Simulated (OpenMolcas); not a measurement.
A ladder of methods for AlH3 (SMILES [H][Al]([H])[H])

AlH3: 4 atoms, total charge 0, spin state singlet. As SMILES, `[H][Al]([H])[H]`. Geometry: a GFN2-xTB relaxation, a rough one for these elements and not checked as a minimum.

```xyz
4

Al    0.0000    0.0000    0.0000
H     1.5527   -0.0305    0.0146
H    -0.7498    1.3598   -0.0191
H    -0.8028   -1.3293    0.0045
```

Quantity: the energy change with the Al1–H4 bond stretched from 1.553 to 2.718 Å, in eV. The values are calculated.

| level | kind | program | value (eV) | less FCI/3-21G | CPU time (all runs) |
| --- | --- | --- | --- | --- | --- |
| HF/3-21G (restricted) | Hartree–Fock | OpenMolcas | 2.84 | +0.76 | 3.1 s |
| SVWN5/3-21G (restricted) | LDA | OpenMolcas | 2.29 | +0.21 | 6.4 s |
| PBE/3-21G (restricted) | GGA | OpenMolcas | 2.28 | +0.20 | 7.1 s |
| M06-2X/3-21G (restricted) | hybrid meta-GGA | OpenMolcas | 2.67 | +0.59 | 8.1 s |
| PBE0/3-21G (restricted) | global hybrid | OpenMolcas | 2.49 | +0.41 | 7.1 s |
| MP2/3-21G (restricted) | perturbation theory | OpenMolcas | 2.54 | +0.46 | 3.3 s |
| MRCI(2,2)/3-21G | multireference | OpenMolcas | 2.08 | 0.00 | 3.5 s |
| ACPF/3-21G (restricted) | coupled cluster or CI | OpenMolcas | 2.04 | -0.04 | 3.5 s |
| FCI/3-21G | exact in the basis | OpenMolcas | 2.08 | 0.00 | 7.7 s |

FCI/3-21G is exact within its basis and frozen core, so for wave-function methods in that basis the difference is their error; functionals converge differently with the basis, so for them it is only a difference. Spin-restricted single references rise too steeply as a bond breaks, Hartree–Fock most of all. The first shape isn't each level's own minimum. The values span 2.04 to 2.84 eV. All rows use very small basis sets, so even the best lies far from the true value. Times are those of the runs behind each value, whatever else they computed, on shared processors of several kinds: orders of magnitude only.
